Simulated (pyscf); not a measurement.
Structures and frequencies: ωB97X-D3(BJ)/def2-SVP in PySCF.

Q: F–W(F)(=S)=S + HCl → F–W(=S)(=S)–Cl + HF
Surface: singlet. Broken: F–W, Cl–H. Formed: Cl–W, F–H. Give ΔE‡ and ΔE from ωB97M-D3(BJ)/def2-TZVP, relative to the separated reactants.

A: ΔE‡ = 0.47 eV, ΔE = 0.00 eV. Zero-point energy shifts the barrier by +0.01 eV. It is a four-centre exchange, with an imaginary mode of 561i cm⁻¹. On the reactant side the descent ends in an adduct with a Cl–W contact, 0.06 eV under the separated species and 0.32 eV under the saddle at ωB97X-D3(BJ)/def2-TZVP. What is counted as formed (Cl–W) is already present as a longer contact in the reactant adduct; forming that adduct is a step of its own. At ωB97X-D3(BJ)/def2-TZVP the barrier from the zero used here is 0.26 eV. One saddle was located; it need not be the lowest between these sides. Elements past Kr carry the def2 core potentials, without spin-orbit coupling.
